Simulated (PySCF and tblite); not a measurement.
Values are calculated unless marked as measured or tabulated.
C4H8O, numbered as in [OH:1][CH2:2][CH:3]1[CH2:4][CH2:5]1.

First level. The ensemble was built from 90 distance-geometry starts (ETKDG and KDG, MMFF94s, GFN2-xTB) and rests on GFN2-xTB geometries. Energies: PBE0-D3(BJ)/pcSseg-1 (IEF-PCM, chloroform), with GFN2-xTB thermal terms (plain harmonic). Symmetry numbers and mirror images are counted. Conformers within 2.5 kcal/mol (GFN2-xTB free energy) were kept, 10 at most. GIAO shieldings: PBE0/pcSseg-1 (IEF-PCM, chloroform). Shifts are against TMS (¹H), TMS (¹³C) at the same level; of two unlike H on one atom, a is the less shielded. (PySCF 2.14, tblite 0.8.)

It gives, at 298.15 K, with 4 conformers (largest weight 65 %): ¹H: 3.74 (H2, 2H), 1.03 (H3, 1H), 0.50 (H4a/H5a, 2H), 0.16 (H4b/H5b, 2H) ppm. ¹³C: 72.9 (C2), 17.3 (C3), 3.7 (C4/C5) ppm.

Second level: GFN2-xTB geometries, energies B3LYP-D3(BJ)/6-311G**, shieldings X3LYP/pcSseg-1, on up to 4 of the same conformers.

(1) How do the averaged shifts change?

H on N, O and S are left out: they exchange, and hydrogen bonds move them by several ppm. Shifts are unscaled: against experiment ¹³C can be off by 15 ppm or more and ¹H by 0.8 ppm. For its torsions the set is small; conformers may be missing.

Answers

(1) 
| signal | first | second | change (ppm) |
| --- | --- | --- | --- |
| H2 | 3.74 | 3.74 | 0.00 |
| H3 | 1.03 | 0.99 | -0.04 |
| H4a/H5a | 0.50 | 0.45 | -0.06 |
| H4b/H5b | 0.16 | 0.06 | -0.10 |
| C2 | 72.9 | 74.7 | 1.8 |
| C3 | 17.3 | 17.9 | 0.5 |
| C4/C5 | 3.7 | 3.3 | -0.4 |

The largest weight becomes 72 %.
